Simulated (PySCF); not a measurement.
## PS₃⁻: one-bond stretch

Computed with PBE0/[P def2-TZVPD, S def2-TZVPD], no relativity, density fitting, PySCF.

Rigid scan from the singlet minimum (P–S 1.947 Å (×3); S–P–S 120.0° (×3)). Coordinate: the bond from P to the last atom (S) scaled, the rest fixed. Energies in kJ/mol from the minimum.

**Question.** Predict the curve at 0.92, 0.96, 1.00, 1.05, 1.12, 1.20, 1.35, 1.55, 1.80, 2.20.

**Answer.** 
```tsv
scale of one bond	E (kJ/mol)	dipole size (D, about the centre of mass)
0.92	39.4	1.00
0.96	8.6	0.50
1.00	0.0	0.00
1.05	10.0	0.60
1.12	46.5	1.39
1.20	102.3	2.21
1.35	209.0	3.37
1.55	317.1	–
1.80	396.3	–
2.20	451.7	–
```

At long bonds a restricted determinant can lie too high, and another spin state can fall below this curve.

Other isomers or separated fragments may lie lower.

The scan took about 5 core-minutes on a shared host.
